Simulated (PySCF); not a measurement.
ClH. Atoms are numbered in the order given.

```xyz
2

Cl     0.0000     0.0000    -0.0713
H      0.0000     0.0000     1.2113
```

Coordinates come from a B3LYP-D3(BJ)/def2-TZVPD optimisation.

Level of theory: TDA-M06-2X/def2-TZVPD (PySCF 2.14.0).

Vertical excitations; the highest root listed may be one member of a degenerate set.  State labels are in the subgroup C2v.

Computed UV-visible absorptions:
```
state  symmetry  energy (eV)  λ (nm)      f                                                  main pairs
-----  --------  -----------  ------  -----  ----------------------------------------------------------
S1           B1         7.63     162  0.017                                HOMO−1→LUMO (degenerate set)
S2           B2         7.63     162  0.017                                  HOMO→LUMO (degenerate set)
S3           B1         9.67     128  0.010                              HOMO−1→LUMO+1 (degenerate set)
S4           B2         9.67     128  0.010                                HOMO→LUMO+1 (degenerate set)
S5           A2         9.84     126  0.000                        HOMO−1→LUMO+3 49 %, HOMO→LUMO+2 49 %
S6           B1         9.88     126  0.137               HOMO−1→LUMO+4, HOMO−1→LUMO+1 (degenerate set)
S7           B2         9.88     126  0.137                   HOMO→LUMO+4, HOMO→LUMO+1 (degenerate set)
S8           A1         9.89     125  0.000                 HOMO−1→LUMO+2, HOMO→LUMO+3 (degenerate set)
S9           A2         9.89     125  0.000                 HOMO→LUMO+2, HOMO−1→LUMO+3 (degenerate set)
S10          A1        10.37     120  0.007                        HOMO→LUMO+3 47 %, HOMO−1→LUMO+2 47 %
T1           B1         7.10     175      0                 HOMO−1→LUMO, HOMO−1→LUMO+4 (degenerate set)
T2           B2         7.10     175      0                     HOMO→LUMO, HOMO→LUMO+4 (degenerate set)
T3           B1         9.52     130      0  HOMO−1→LUMO+4, HOMO−1→LUMO+1, HOMO−1→LUMO (degenerate set)
T4           B2         9.52     130      0        HOMO→LUMO+4, HOMO→LUMO+1, HOMO→LUMO (degenerate set)
```
Triplets are in the Tamm–Dancoff approximation.
